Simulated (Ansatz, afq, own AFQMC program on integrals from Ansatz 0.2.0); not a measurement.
Ge$_{2}$H$_{2}$, singlet in cc-pVDZ, levels against CCSDT(Q)

```xyz
4

Ge    0.0000    0.0000    1.1169
Ge    0.0000    0.0000   -1.1723
H     0.0000    1.2621    1.9962
H     0.0000   -1.2621    1.9962
```

Connectivity, by distances: GeH2–Ge.

Basis cc-pVDZ. Noble-gas cores (and the filled d shells of Ga–Kr and In–Xe) are frozen. AFQMC by an in-house program on the Cholesky factors that Ansatz 0.2.0 writes for its CCSD(T) run. ph-AFQMC/CISD is guided by a CISD state made of CCSD amplitudes; releasing the constraint for a short imaginary time cuts its bias at the price of noise, slowly where states lie close. Free projection: walkers drawn from exp(T), propagated without any constraint. Its projection time is finite, and what remains of the start isn't in its error. ± is one standard error of the sampling. No spin–orbit coupling.

Determinant: UHF, the one that the program's search chose, which needn't be the lowest solution. The geometry is a PBE0/def2-TZVP stationary point of this or a neighbouring charge and spin state.

No full CI on the walks' own integrals is used here; CCSDT(Q) serves as the reference and is uncertain by about the last step of the cluster series.

Cautions: no relativity below Rb; no spin-orbit coupling; inner d shell frozen; higher spins were not checked; an unrestricted solution with more broken spin lies lower (168 meV, ⟨S²⟩ 0.73), while this determinant keeps restricted orbitals; the released energies are still falling, so no released level is given (meV from the phaseless value at times in 1/Eh: -3 ± 12 at 0.24, 5 ± 11 at 0.51, 5 ± 11 at 0.99, -7 ± 12 at 1.62, -31 ± 19 at 2.40), though the last usable value meets CCSDT(Q) within the noise.

The T1 diagnostic is 0.0188. The weight of the determinant in the CISD state is 0.843 and the ⟨S²⟩ of the determinant is 0.000. The size of the correlated space is 10 electrons in 36 orbitals.

Reference: CCSDT(Q), correlation energy -5.651 eV.

```csv
level,E − E(reference) (kJ/mol),share of correlation (%)
HF,545.3,0.00
MP2,122.3,77.58
CCSD,25.8,95.27
CCSD(T),4.9,99.10
CCSDT,1.6,99.70
ph-AFQMC/HF,5.8 ± 6.7,98.94
ph-AFQMC/CISD,0.6 ± 1.2,99.89
free AFQMC,1.4 ± 0.9,99.74
```

Free projections are given only where their last times agree within the noise and don't stop above the reference; a slow remainder of the start can still hide under it. A walk keeps the symmetry of its determinant, which the program's search chose and which needn't be the lowest solution, so a lower state of the same spin and another symmetry isn't excluded.
